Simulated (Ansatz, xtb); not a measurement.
Relative energy of two isomers of C5H10O

We compare I, `CC1(O)CCC1`, a singlet, with II, `C[C@H]1C[C@H](O)C1`, a singlet. Both are isolated molecules in the gas phase, relaxed with PBE0-D3(BJ)/def2-SVP; the shapes shown needn't be the lowest conformers.

I (Å):

```xyz
16

C     0.9013    1.7686    0.4855
C     1.4675    0.7300   -0.4599
C     2.7854    0.0972    0.0553
C     1.9565   -1.0630    0.6357
C     0.8019   -0.6607   -0.2997
O     1.4728    1.3109   -1.7311
H     1.5278    2.6727    0.4636
H     0.8603    1.3929    1.5180
H    -0.1157    2.0446    0.1696
H     1.8292    0.6662   -2.3508
H     3.4051   -0.2356   -0.7938
H     3.4146    0.6961    0.7319
H     2.3634   -2.0787    0.5302
H     1.7060   -0.9037    1.6951
H     0.8434   -1.2145   -1.2522
H    -0.2313   -0.6970    0.0794
```

II (Å):

```xyz
16

C     1.0675   -0.7836    0.5930
C    -0.0476   -0.0376   -0.1167
C    -0.4754    1.2805    0.5710
C     0.4187    2.0454   -0.4275
C     0.4151    0.8075   -1.3271
O    -0.0743    3.2003   -1.0356
H     0.7151   -1.2150    1.5434
H     1.4519   -1.6080   -0.0282
H     1.9170   -0.1208    0.8252
H    -0.8745   -0.7324   -0.3318
H    -0.2752    1.3879    1.6494
H    -1.5306    1.5208    0.3714
H     1.4254    2.2177    0.0007
H    -0.0112    3.9251   -0.4054
H    -0.3803    0.9138   -2.0799
H     1.3526    0.5269   -1.8316
```

Quicker runs give these differences E(II) − E(I): GFN2-xTB +10.4 kJ/mol; HF/STO-3G +9.0 kJ/mol (at GFN2-xTB geometries); r2SCAN-D4/def2-SVP +14.7 kJ/mol (at GFN2-xTB geometries).

Q: Estimate E(II) − E(I) at the level CCSD(T)/def2-SVP + ΔMP2/def2-TZVPP.

A: Calculated at CCSD(T)/def2-SVP + ΔMP2/def2-TZVPP: E(II) − E(I) = +15.9 kJ/mol, so structure I lies lower.

The same difference at several levels:

```csv
level,geometry,E(II) − E(I) (kJ/mol),departure from the last row (kJ/mol),"job, with rough time for the two"
GFN2-xTB,GFN2-xTB,+10.4,−5.5,"optimisation, 1 s"
HF/STO-3G,GFN2-xTB,+9.0,−6.9,"single point, 2.1 s"
r2SCAN-D4/def2-SVP,GFN2-xTB,+14.7,−1.2,"single point, 14 s"
PBE0-D3(BJ)/def2-SVP,PBE0-D3(BJ)/def2-SVP,+12.9,−2.9,"optimisation, 3.2 min"
HF/def2-SVP,PBE0-D3(BJ)/def2-SVP,+10.0,−5.8,part of the CCSD(T) run
MP2/def2-SVP,PBE0-D3(BJ)/def2-SVP,+16.3,+0.4,part of the CCSD(T) run
CCSD(T)/def2-SVP,PBE0-D3(BJ)/def2-SVP,+15.4,−0.4,single point
CCSD(T)/def2-SVP + ΔMP2/def2-TZVPP,PBE0-D3(BJ)/def2-SVP,+15.9,,"single point, 3.8 min"
```

As drawn, both hold the same kinds of bond in the same numbers.

None of the levels shown reverses the order. The largest departure from CCSD(T)/def2-SVP + ΔMP2/def2-TZVPP is that of HF/STO-3G, 6.9 kJ/mol. The last row adds to CCSD(T) the change of the MP2 difference between the two basis sets, here +0.4 kJ/mol.

With thermal terms from frequencies at re-optimised GFN2-xTB minima (ideal gas, soft modes damped towards free rotors, one conformer each, 298.15 K, 1 atm): on the last row, ΔE + ΔZPE = +16.5, ΔH = +16.5, ΔG = +15.8 kJ/mol.

The correlated steps freeze 6 core orbitals. Mirror images aren't counted in ΔG. Codes used: Ansatz 0.2.0, xtb 6.7.1; the last row on 2 threads of AMD EPYC (Zen 3) on a shared host.
